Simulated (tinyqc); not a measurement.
Harmonic frequencies on the RHF/sto-3g surface (energies and gradients from PySCF), for LiH, spin multiplicity 1, step by step. One step of it, computed by the program tinyqc.

Task: Normal modes. Diagonalise H_ij / sqrt(m_i m_j); the 5 smallest eigenvalues belong to translations and rotations; wavenumber = sqrt(eigenvalue / 1822.888) x 219474.63; each mode has its largest component positive (the first on a tie); zero-point energy = sum of wavenumbers / 2, with 349.755 1/cm per kcal/mol. A mass of 2.014 u marks deuterium.

Hessian (symmetrised) (hartree/bohr^2):
```
,1Lix,1Liy,1Liz,2Hx,2Hy,2Hz
1Lix,-0.00000003,0.00000000,0.00000000,0.00000003,0.00000000,0.00000000
1Liy,0.00000000,-0.00000003,0.00000000,0.00000000,0.00000003,0.00000000
1Liz,0.00000000,0.00000000,0.11621265,0.00000000,0.00000000,-0.11621265
2Hx,0.00000003,0.00000000,0.00000000,-0.00000003,0.00000000,0.00000000
2Hy,0.00000000,0.00000003,0.00000000,0.00000000,-0.00000003,0.00000000
2Hz,0.00000000,0.00000000,-0.11621265,0.00000000,0.00000000,0.11621265
```

masses (u): 1Li 7.016004, 2H 2.014102

Give: eigenvalues of the mass-weighted Hessian; harmonic wavenumbers of the vibrations; mass-weighted modes; zero-point energy.

Result:

eigenvalues of the mass-weighted Hessian (hartree/(bohr^2 u)): 0.000  0.000  0.000  0.000  0.000  0.074

harmonic wavenumbers of the vibrations (1/cm): 1400.9

mass-weighted modes:
```
,mode 1
1Lix,0.000
1Liy,0.000
1Liz,-0.472
2Hx,0.000
2Hy,0.000
2Hz,0.881
```

zero-point energy = 2.003 kcal/mol
